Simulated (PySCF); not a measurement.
Relaxation of singlet S₃

These are results of PBE0/[S def2-TZVP], no relativity, density fitting, PySCF, not measurements. A (50,194) grid was used.

A start displaced from a saddle point along its imaginary mode, of C2v symmetry, held to at least that symmetry:

```xyz
3
charge 0 multiplicity 1, angstrom
S     0.0866   -0.0831    0.0000
S    -0.0433    0.0416    1.9333
S    -0.0433    0.0416   -1.9333
```

(1) What forces act on the atoms at the start (eV/Å)?

(2) What does it relax to?

(3) How much energy is released, and in how many steps?

Results:

(1) 
```csv
atom,Fx,Fy,Fz
S1,3.58,-3.44,0.00
S2,-1.79,1.72,0.08
S3,-1.79,1.72,-0.08
```

(2) It ends at C2v with S–S 1.905 Å (×2); S–S–S 118.0°. No frequency check is given, so it may be a saddle point. Other isomers or separated fragments may lie lower.

(3) 236.6 kJ/mol in 6 steps.

The relaxation took 14 s on 2 threads of a shared Intel Xeon Platinum 8175M @ 2.50GHz (Skylake/Cascade Lake) host, with 111 basis functions and 7 gradients; the process peaked at 1 GiB.
